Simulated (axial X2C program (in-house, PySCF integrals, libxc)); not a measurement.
**Potential curves of Si₂⁻, two-component**

Calculated with an axial X2C code built on PySCF integrals. Two-component (2c) means X2C with spin–orbit coupling and atomic mean-field two-electron Coulomb and Gaunt terms. Basis: Si dyall-av3z [9s8p3d2f] (cores contracted in-house); Gaussian nuclei, density fitting, unrestricted open shells. Masses: Si 27.977 u.

State: Ω = 3/2 (⟨Sz⟩ = 0.50, ⟨Lz⟩ = 1.00 at B97-3). Energies in kJ/mol from the fragments at the same level (Si- + Si). Fits are polynomials in 1 − R0/R over 0.85 to 1.23 times the lowest point R0.

| R (Å) | B97-3 | CCSD(T) |
| --- | --- | --- |
| 1.9036 | -303.44 |  |
| 1.9911 | -356.33 | -324.63 |
| 2.0567 | -379.37 | -349.69 |
| 2.1224 | -391.56 | -363.75 |
| 2.1880 | -395.14 | -369.18 |
| 2.2646 | -391.05 | -367.20 |
| 2.3412 | -380.27 | -358.59 |
| 2.4396 | -359.58 | -340.80 |
| 2.5600 | -327.62 |  |
| 2.7350 | -274.93 |  |

Correlated methods: 9 electrons correlated (number of frozen shells: Si 2 s, 1 p), 203 virtual spin orbitals or spinors in MP2, 90 natural virtuals in coupled cluster.

The state is a single determinant with fixed occupations, the lowest that a limited PBE0 search found. Dissociation energies refer to the lowest single-determinant-based atoms at the same level and basis. Density functionals use the spin component along the axis (collinear). Coupled cluster ran in a truncated set of natural virtual spinors; the MP2 energy of the rest was added. (T) has no such correction and the atoms are truncated less, which lowers De at CCSD(T) by a hundredth of an eV or more. A 2c atom that is not at its ground J level misses part of its spin–orbit lowering, and De is too large by that part (0.04 eV or less for light atoms). This holds for B97-3, CCSD(T). Other states lie close and PBE0, whose exact exchange favours high spin, may order them wrongly; the determinant shown need not be the ground state. The nearest other 2c determinant of the search, Ω = 1/2, lies 0.02 eV up at the distance of the search. The functionals have no current-density term, which raises determinants with orbital currents, atoms included. Coupled cluster ran on the points near the minimum only. MP2 and coupled cluster on one determinant become unreliable at the stretched end.

Task: What are Re, ωe and De at the B97-3 level?

Result: At B97-3, 2c: Re = 2.188 Å, ωe ≈ 557 cm⁻¹, De = 4.10 eV to Si- + Si; Be follows as 0.252 cm⁻¹.

Task: Fit the CCSD(T) curve near its minimum: give the equilibrium distance, the harmonic wavenumber and the well depth.

Result: At CCSD(T), 2c: Re = 2.207 Å, ωe ≈ 537 cm⁻¹, De = 3.83 eV to Si- + Si; Be follows as 0.248 cm⁻¹.
